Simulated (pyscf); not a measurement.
H₃Si–GeH₃ + Cl atom (Cl•) -> silyl (SiH₃•) + germylene (GeH₂) [singlet] + hydrogen chloride (HCl), gas phase, doublet surface. PySCF, gas phase, ωB97X-D3(BJ)/def2-SVP geometries. MP2 and CC: frozen core, UHF for open shells. ΔMP2 is the change of the MP2 total energy from the triple- to the quadruple-zeta basis. ΔG in kcal/mol from CCSD(T)/def2-TZVPP + ΔMP2(QZVPP) energies (ideal gas, 1 atm, RRHO with modes under 100 cm⁻¹ raised to 100, one conformer, R ln 2 for chiral ones without a mode under 150 cm⁻¹).

| T (K) | ΔG |
|---|---|
| 298 | +18.5 |
| 600 | +6.2 |
| 900 | ? |
| 1200 | -16.9 |

### Question
Fit a line to the three values, predict ΔG at 900 K, and estimate where the reaction turns favourable at 1 atm of each gas.

### Answer
Least squares gives ΔG = +30.0 − 39.1 × T/1000 K, so ΔS is about +164 J/(mol K) and ΔH about +30.0 kcal/mol over this range (ΔH at 298 K: +30.9). At 900 K the line gives -5.2; the computed value is -5.6. ΔG = 0 falls near 770 K; 1 kcal/mol in the energy moves that by 26 K. This is thermodynamics alone and says nothing of the barrier. The CCSD(T) − MP2 part came from Ansatz, without density fitting, on the same reference. The frozen core leaves the outer d or s,p core shells of the metals and heavy elements correlated in the MP2 and CC values, and def2-TZVPP describes them poorly, which can shift differences by a few kcal/mol. Left out: orbital degeneracy and the spin-orbit lowering of Cl. Elements up to Kr have no core potential and no relativistic terms here.
